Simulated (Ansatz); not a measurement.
A made-up structure of CH3BSi, singlet:

```
6
angstrom
B 0.0400 -2.1405 1.2907
Si 0.0930 -1.3077 -0.3861
C -0.0165 0.5797 -0.2519
H -0.8994 0.9483 -0.7783
H 0.1378 -3.0119 2.0347
H -0.0957 0.8760 0.7967
```

It is relaxed with PBE-D4/def2-SVP and then PBE0-D4/def2-TZVP (Ansatz 0.2.0). Atoms count as bonded within 1.22 times the sum of their covalent radii (H–H: 0.88 Å). The end point is not checked to be a true minimum.

Does its bonding change? (A judgement: the text doesn't fix the answer.)

The calculation gives: No: no bond forms or breaks.

Where it ends: The first stage lowers the energy by 0.96 eV in 11 steps. It ends as CH₃BSi ([BH][Si][CH2]):
B1  (0.135, -2.173, 1.369)
Si2  (-0.206, -1.270, -0.251)
C3  (-0.303, 0.469, -0.147)
H4  (-0.495, 1.083, -1.022)
H5  (0.307, -3.182, 1.976)
H6  (-0.178, 1.018, 0.779)
(Å)

Labels in which every atom is bracketed show which atoms are joined, not bond orders.

For scale, one of the runs: PBE0-D4/def2-TZVP relaxation, 117 basis functions, launched by `ansatz run in.yaml --threads 2 --pin off --events-out ev --progress --plain --max-ram 4352MiB`. The run took about 17 s on 2 CPU threads of an Arm Neoverse V2 (shared host).
